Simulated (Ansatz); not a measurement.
Born–Oppenheimer molecular dynamics of C₄H₆S₂ (12 atoms, charge 0, multiplicity 1). It starts from a relaxed structure.

All numbers below come from RKS r2SCAN/STO-3G (Ansatz).

* ensemble: NVE (velocity Verlet)
* time step: 0.5 fs
* steps asked: 234
* starting velocities drawn for: 100 K
* seed: 996783

First frame:

```xyz
12
Properties=species:S:1:pos:R:3
C -0.313 -0.160 1.408
C -0.040 0.200 -0.070
C 1.394 0.625 -0.371
S 2.172 0.475 -1.782
C -0.808 -0.549 -1.159
S -1.349 1.161 -0.953
H 0.282 -1.040 1.699
H -1.377 -0.387 1.562
H -0.031 0.677 2.066
H 1.865 1.079 0.528
H -1.487 -1.348 -0.830
H -0.230 -0.789 -2.063
```

(1) How far do the bonds stretch over the last three quarters of this one trajectory? (Pairs bonded in most of those frames.)

Results:

(1) 
```tsv
bond	mean (Å)	spread (Å)	shortest	longest
C1–C2	1.550	0.020	1.52	1.58
C1–H7	1.102	0.007	1.09	1.11
C1–H8	1.099	0.006	1.09	1.11
C1–H9	1.101	0.004	1.09	1.11
C2–C3	1.527	0.012	1.50	1.55
C2–C5	1.526	0.008	1.51	1.54
C2–S6	1.846	0.015	1.83	1.88
C3–S4	1.617	0.005	1.61	1.63
C3–H10	1.112	0.001	1.11	1.11
C5–S6	1.811	0.006	1.80	1.82
C5–H11	1.099	0.008	1.09	1.11
C5–H12	1.101	0.005	1.09	1.11
```

Mean temperature of the second half: 42 K. The conserved energy stayed within 0.027 meV per atom of its start (net change 0.017 meV per atom), so the integration is sound. A run of 0.12 ps of so small a system gives no equilibrium averages. Limits of this set-up: minimal basis.

The run took 14 min on 1 thread of Arm Neoverse V1, with other jobs on the host, peak memory 0.097 GiB.
